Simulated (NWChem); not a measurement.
methanethiol (CH4S); SMILES CS

Results from NWChem. Pople sets run with spherical d functions. All runs use the structure optimised with PBE0/def2-SVP. Total energies compare along this basis series because the functional is fixed.

| level | basis functions | energy (Ha) | highest occupied level (eV) | orbital gap (eV) | dipole (D) |
|---|---|---|---|---|---|
| B3LYP/STO-3G | 18 | -433.8074 | -3.16 | 9.83 | 0.92 |
| B3LYP/3-21G | 30 | -436.5140 | -6.49 | 7.72 | 1.90 |
| B3LYP/6-31G* | 40 | -438.6945 | -6.42 | 7.22 | 1.71 |
| B3LYP/6-31+G* | 48 | -438.6974 | -6.57 | 6.33 | 1.75 |
| B3LYP/def2-SVP | 52 | -438.5617 | -6.30 | 7.12 | 1.46 |
| B3LYP/def2-SVPD | 79 | -438.5724 | -6.63 | 6.50 | 1.55 |
| B3LYP/def2-TZVP | 92 | -438.7503 | -6.54 | 6.72 | 1.53 |
| B3LYP/6-311++G** | 80 | -438.7432 | -6.60 | 6.08 | 1.68 |
| B3LYP/aug-cc-pVTZ | 188 | -438.7567 | -6.62 | 6.07 | 1.53 |
